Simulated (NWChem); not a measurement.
Correlation energy of acetonitrile (C₂H₃N)

SMILES: N#CC
```xyz
6

C      0.0096    -1.1749     0.0000
C     -0.0023     0.2783     0.0000
N     -0.0118     1.4351     0.0000
H     -0.5029    -1.5596     0.8932
H     -0.5029    -1.5596    -0.8932
H      1.0441    -1.5468     0.0000
```
Charge 0, spin multiplicity 1.

Everything below was run with NWChem. The geometry was optimised at PBE0/def2-SVP, a minimum by its harmonic frequencies.

Basis set: 6-311G**. Each correlation energy counts from its own Hartree-Fock reference.

The correlated methods keep 3 core orbitals frozen. The Pople sets run with spherical d functions. Coupled-cluster values serve here as a point of comparison, not as the truth.

For the correlation energy, MP2 gives -448.4 mHa and SCS-MP2 gives -441.7 mHa. What do CR-CCSD[T], CR-CCSD(T), CCSD give?

CR-CCSD[T]: -482.6 mHa; CR-CCSD(T): -481.8 mHa; CCSD: -466.8 mHa.
